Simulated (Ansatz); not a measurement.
Born–Oppenheimer molecular dynamics of CH7NSi (10 atoms, charge 0, multiplicity 1). It goes on from the last frame of an earlier run, with new velocities.

The calculation used RKS PBE0/STO-3G (Ansatz).

```yaml
ensemble: NVE (velocity Verlet)
time_step: 1 fs
steps_asked: 250
starting_velocities_drawn_for: 300 K
seed: 920547
```

First frame:

```xyz
10
Properties=species:S:1:pos:R:3
Si -0.352 -0.146 -0.072
C 0.201 0.207 1.682
H -0.102 1.297 1.839
H -0.524 -0.165 2.368
H 1.229 0.383 1.856
H 0.551 -0.490 -0.955
N -0.347 1.488 -0.653
H 0.406 1.586 -1.380
H -0.294 2.243 -0.040
H -1.515 -0.964 -0.195
```

Q: How far do the bonds stretch over the last three quarters of this one trajectory? (Pairs bonded in most of those frames.)

A: 
```csv
bond,mean (Å),spread (Å),shortest,longest
Si1–C2,1.883,0.047,1.79,1.98
Si1–H6,1.480,0.110,1.31,1.64
Si1–N7,1.775,0.051,1.66,1.89
Si1–H10,1.457,0.032,1.37,1.54
C2–H3,1.103,0.048,1.01,1.21
C2–H4,1.105,0.046,1.01,1.20
C2–H5,1.108,0.063,0.99,1.23
N7–H8,1.049,0.034,0.97,1.13
N7–H9,1.050,0.037,0.98,1.13
```

Mean temperature of the second half: 1067 K. The conserved energy stayed within 5 meV per atom of its start (net change -3 meV per atom), so there is no drift, though single steps change it by up to 42 meV in the whole system, a sign of fast motions only just resolved. The kinetic energy rose, since the run started high on the potential surface and went downhill. A run of 0.25 ps of so small a system gives no equilibrium averages. Limits of this set-up: minimal basis.

Run time: 110 s on 1 thread of AMD EPYC 9R45 96-Core Processor (Zen 5), with other jobs on the host, peak memory 0.1 GiB.
